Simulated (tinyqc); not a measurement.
Worked calculation: extended Hueckel theory, for LiH+. The parameters take no account of the charge, which enters only through the electron count. Computed by tinyqc, a small Python program that keeps every step (integrals from PySCF). Settings: charge = 1, K = 1.75, multiplicity = 2. Command: `OMP_NUM_THREADS=1 python tinyqc.py 27672 27673 out.jsonl` (the two numbers bound the seeds that draw the settings). One thread of a shared host (Intel(R) Xeon(R) Processor @ 2.60GHz), about 0.01 s of CPU time with the checks.

## Overlaps

Geometry (angstrom):
```
atom       x       y       z
Li    0.0000  0.0000  0.0000
H     0.0000  0.0000  1.5150
```

Parameters chosen for this run:
```
element  shell  Slater exponent  H_ii (eV)
H           1s           1.3000   -13.6000
Li          2s           0.6500    -5.4000
Li          2p           0.6500    -3.5000
```

Slater orbitals, each expanded in six Gaussians scaled to its exponent.

overlap S, order 1Li 2s, 1Li 2px, 1Li 2py, 1Li 2pz, 2H 1s:
```
[[1.0000, 0.0000, 0.0000, 0.0000, 0.3738],
 [0.0000, 1.0000, 0.0000, 0.0000, 0.0000],
 [0.0000, 0.0000, 1.0000, 0.0000, 0.0000],
 [0.0000, 0.0000, 0.0000, 1.0000, 0.4884],
 [0.3738, 0.0000, 0.0000, 0.4884, 1.0000]]
```

## Wolfsberg-Helmholz matrix

diagonal H_ii (eV): [-5.4000, -3.5000, -3.5000, -3.5000, -13.6000]

K = 1.7500

H_ij = K' S_ij (H_ii + H_jj)/2 for i != j (the diagonal keeps H_ii), with K' = 1.75.

H (eV), order 1Li 2s, 1Li 2px, 1Li 2py, 1Li 2pz, 2H 1s:
```
[[-5.4000, 0.0000, 0.0000, 0.0000, -6.2136],
 [0.0000, -3.5000, 0.0000, 0.0000, 0.0000],
 [0.0000, 0.0000, -3.5000, 0.0000, 0.0000],
 [0.0000, 0.0000, 0.0000, -3.5000, -7.3071],
 [-6.2136, 0.0000, 0.0000, -7.3071, -13.6000]]
```

## Orbitals

valence electrons = 1

Solve H C = S C e through S^(-1/2); fill by pairs from the bottom, a degenerate level sharing its electrons equally; each orbital has its largest coefficient positive (the first on a tie).

orbital energies (eV): [-13.7692, -4.7246, -3.5000, -3.5000, 4.1139]

occupations: [1.0000, 0.0000, 0.0000, 0.0000, 0.0000]

coefficients, order 1Li 2s, 1Li 2px, 1Li 2py, 1Li 2pz, 2H 1s:
```
[[0.1179, 0.8494, 0.0000, 0.0000, 0.6994],
 [0.0000, 0.0000, -0.0904, 0.9959, 0.0000],
 [0.0000, 0.0000, 0.9959, 0.0904, 0.0000],
 [0.0525, -0.5267, 0.0000, 0.0000, 1.0504],
 [0.9244, -0.1290, 0.0000, 0.0000, -0.8585]]
```

sum of one-electron energies = -13.7692 eV

Within a degenerate level the vectors are fixed only up to a rotation; this is one choice.

## Mulliken analysis

P = C n C^T; charge = valence electrons (H 1, Li 1) minus the sum of (P S)_ii on the atom; overlap population = 2 sum P_ij S_ij between two atoms.

charges: [0.9189, 0.0811]

Overlap populations:
```
pair     value
2-1   0.128827
```
